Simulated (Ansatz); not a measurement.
`CC(Cl)CCl` and `CC(O)Cl` differ in one atom or group.

Ansatz, PBE0-D4/def2-TZVP geometries, multiplicity 1. Each molecule was computed in one conformer, which needn't be the lowest.

```csv
property,`CC(Cl)CCl`
HOMO–LUMO gap (PBE/def2-TZVPP) / eV,6.28
HOMO energy (PBE0/def2-TZVPP) / eV,-8.53
LUMO energy (B3LYP/def2-TZVPP) / eV,0.05
size of the dipole moment (ωB97M-V/def2-TZVPP) / D,0.51
LUMO energy (PBE0/def2-TZVPP) / eV,0.31
zero-point energy (PBE0-D4/def2-TZVP) / kJ/mol,226.8
```

Task: What does the change do to each property? (An estimate is asked.)

Result: Ansatz gave: 
```tsv
property	`CC(O)Cl`	shift
HOMO–LUMO gap (PBE/def2-TZVPP) / eV	6.56	0.28
HOMO energy (PBE0/def2-TZVPP) / eV	-8.39	0.14
LUMO energy (B3LYP/def2-TZVPP) / eV	0.35	0.30
size of the dipole moment (ωB97M-V/def2-TZVPP) / D	2.24	1.73
LUMO energy (PBE0/def2-TZVPP) / eV	0.69	0.38
zero-point energy (PBE0-D4/def2-TZVP) / kJ/mol	187.6	-39.2
```

With PBE0 the HOMO rises by 0.14 eV and the LUMO rises by 0.38 eV, so the gap widens by about 0.24 eV. PBE moves the HOMO by 0.23 eV and ωB97M-V by 0.10 eV. The zero-point energy changes by -39.2 kJ/mol with -6 modes. Dipoles are sizes alone; their direction can turn.

B3LYP here is the variant with VWN-RPA as its local correlation; programs differ in this.
